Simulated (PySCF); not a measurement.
A GIAO shielding run with PySCF (density fitting, non-relativistic, gas phase) on `O=C(F)C1CC1`, C₄H₅FO:

```
$ OMP_NUM_THREADS=1 python probes_run.py task.json out

{"job": {"kind": "nmr", "xc": "B3LYP", "basis": "pcSseg-2", "pop": false}, "charge": 0, "multiplicity": 1}
O      1.830482     0.078783    -1.184895
C      1.331403     0.706452    -0.310229
F      1.949369     1.780414     0.200107
C      0.037131     0.460127     0.351331
C     -0.374881    -0.986312     0.521400
C     -1.055172    -0.153685    -0.496643
H     -0.237619     1.176066     1.127540
H     -0.903960    -1.235531     1.443977
H      0.340629    -1.735145     0.173060
H     -2.073824     0.193166    -0.308841
H     -0.802752    -0.327397    -1.545602
```

Hardware: 1 thread of an Arm Neoverse V1, shared host. The job also computes ring-centre shieldings.

(1) How large is the calculation?

(2) How long does it take, and how much memory does it need?

(3) And these other runs on the same molecule and hardware: GIAO shielding at B97-D/pcSseg-2; GIAO shielding at KT2/pcSseg-2; GIAO shielding at KT3/pcSseg-2; GIAO shielding at PBE0/pcSseg-2; GIAO shielding at mPW1PW91/pcSseg-2?

Results:

(1) 46 electrons, 286 basis functions and 748 auxiliary functions.

(2) 32 s of wall time, with 15 SCF cycles and 4 response iterations; peak memory 1.1 GiB. Times on a shared host scatter by some tens of per cent.

(3) B97-D/pcSseg-2: 286 functions, 48 s; KT2/pcSseg-2: 286 functions, 48 s; KT3/pcSseg-2: 286 functions, 48 s; PBE0/pcSseg-2: 286 functions, 31 s; mPW1PW91/pcSseg-2: 286 functions, 32 s.
